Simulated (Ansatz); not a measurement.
# CH5N (singlet): the correlation ladder, cc-pVDZ

An exercise on one series of results from a longer session: the logs are not shown, and one member is left open.

The runs use Ansatz 0.2.0, Gaussian basis; cc-pVDZ, core rule «outside noble gas», up to 2 orbitals frozen.

To be run: UHF; CCSD(T) on RHF; BCCD(T) on RHF; CISD; CCSDT(Q) on RHF; CCSDTQ on RHF; CASSCF and MRCISD+Q, 14 electrons in 13 orbitals; CASSCF and NEVPT2, 14 electrons in 13 orbitals.

14 further runs of the same task are left out: 1 that didn't finish, 13 set aside as unsound or not needed.

**The geometry**

The geometry is an MP2(full)/6-31G* stationary point (not a proven minimum).

7 atoms, charge 0, spin multiplicity 1.

Atoms are counted from 1 here; the program's logs count them from 0.

Bond lengths: C1–N2 1.464 Å, C1–H3 1.100 Å, C1–H6 1.092 Å, C1–H7 1.092 Å, N2–H4 1.018 Å, N2–H5 1.018 Å. Angles: N2–C1–H3 115.4°, N2–C1–H6 108.8°, N2–C1–H7 108.8°, H3–C1–H6 108.0°, H3–C1–H7 108.0°, H6–C1–H7 107.5°, C1–N2–H4 109.5°, C1–N2–H5 109.5°, H4–N2–H5 105.9°.

Set-up of the first run:

File in.yaml:

```yaml
crystal:
  periodic: [false, false, false]
  atoms:
    - {symbol: C, position_ang: [0.030223, 0.739186, 0.000000]}
    - {symbol: N, position_ang: [0.030223, -0.724852, 0.000000]}
    - {symbol: H, position_ang: [-0.963248, 1.210956, 0.000000]}
    - {symbol: H, position_ang: [-0.479694, -1.064669, 0.812370]}
    - {symbol: H, position_ang: [-0.479694, -1.064669, -0.812370]}
    - {symbol: H, position_ang: [0.571250, 1.091491, 0.880670]}
    - {symbol: H, position_ang: [0.571250, 1.091491, -0.880670]}
basis:
  gaussian: {orbitals: cc-pVDZ}
magnetization: {spin_polarized: true, initial_magnetization: 0}
hamiltonian: {xc: hf}
output: {orbitals: {seedname: orbitals}}
```

Command:

```
ansatz run in.yaml --threads 1 --pin off --events-out ev --progress --plain --max-ram 3956MiB --backend cpu
```

Steps of the session up to this table: UHF; CCSD(T) on RHF; BCCD(T) on RHF; CISD; CCSDT(Q) on RHF; CCSDTQ on RHF; CASSCF and MRCISD+Q, 14 electrons in 13 orbitals; CASSCF and NEVPT2, 14 electrons in 13 orbitals.

One table of the session follows, with a row left open; its other results are not shown here.

| method | from RCCSDTQ (kcal/mol) |
| --- | --- |
| RHF | +229.61 |
| RMP2 | +25.20 |
| CISD | +24.78 |
| RCCSD | ? |
| RCCSD(T) | +0.66 |
| BCCD(T) | +0.66 |
| RCCSDT | +0.34 |
| RCCSDT(Q) | -0.02 |
| RCCSDTQ | 0 |
| CASSCF valence | +141.02 |
| NEVPT2 valence | +29.13 |
| MRCISD valence | +9.24 |
| MRCISD+Q valence | +0.60 |

**Question.** Estimate the row for RCCSD.

As computed: from RCCSDTQ (kcal/mol): +5.97. In the column «from RCCSDTQ (kcal/mol)» it lies between BCCD(T) (+0.66) and MRCISD valence (+9.24).
